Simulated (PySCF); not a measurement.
How methods differ on the ionisation energy of B

B [He] 2s2 2p1 (2P) → B⁺ [He] 2s2 (1S), as a difference of total energies. Computed with PySCF 2.14 in Sapporo-DZP-2012 (4s3p1d, 18 functions), with the spin-free X2C one-electron Hamiltonian (Gaussian nucleus). Correlated levels: valence: 1s2 frozen. The calculations carry no spin-orbit coupling.

```tsv
method	ionisation energy (eV)	error (eV)
UHF	8.021	-0.276
BP86	8.723	+0.426
M06-L	8.563	+0.266
MP2 (valence)	8.158	-0.139
SCS-MP2 (valence)	8.120	-0.177
CCSD (valence)	8.073	-0.224
CCSD(T) (valence)	8.097	-0.200
```

Reference: 8.297 eV (measured; NIST levels, between the centres of gravity of the two terms).

Errors of the correlated levels include the incompleteness of this basis and the frozen core.

The coupled-cluster amplitudes are large for B⁺ (T1 above 0.03 or a double amplitude above 0.15), so a single reference is strained.
